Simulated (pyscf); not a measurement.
This saddle point was located with ωB97X-D3(BJ)/def2-SVP in PySCF.

```
As
H 1 1.5019
H 1 1.8935 2 120.65
O 3 1.1095 1 128.94 2 105.04
H 4 0.9703 3 122.40 1 152.92
Si 4 1.8318 5 120.57 3 134.90
H 6 1.4789 4 116.05 5 132.92
H 6 1.4831 7 120.30 4 -148.91
H 6 1.5144 7 104.05 8 -114.49
Si 1 2.2957 2 104.88 3 -149.71
H 10 1.4940 1 112.79 2 -56.58
H 10 1.4942 11 107.50 1 -126.42
H 10 1.4949 11 108.42 12 -116.66
```

Surface: singlet, charge 0. Lowest wavenumbers (cm⁻¹): 529i, 51, 65, 89, 181.

Problem. Which two sides does it connect, and which bonds change?

Solution. H₃Si–AsH–SiH₃ (SMILES [SiH3][AsH][SiH3]) + H₂O (SMILES O) ⇌ HO–SiH₃ (SMILES O[SiH3]) + H₃Si–AsH₂ (SMILES [SiH3][AsH2]), a four-centre exchange read from left to right: As–Si, H–O broken and O–Si, As–H formed. At ωB97M-D3(BJ)/def2-TZVP it lies +35.5 kcal/mol from the left side and +48.3 kcal/mol from the right (each side as separated species at their lowest minima found). This is the saddle that the search found; another between the same sides may lie lower. Elements up to Kr have no core potential and no relativistic terms here.
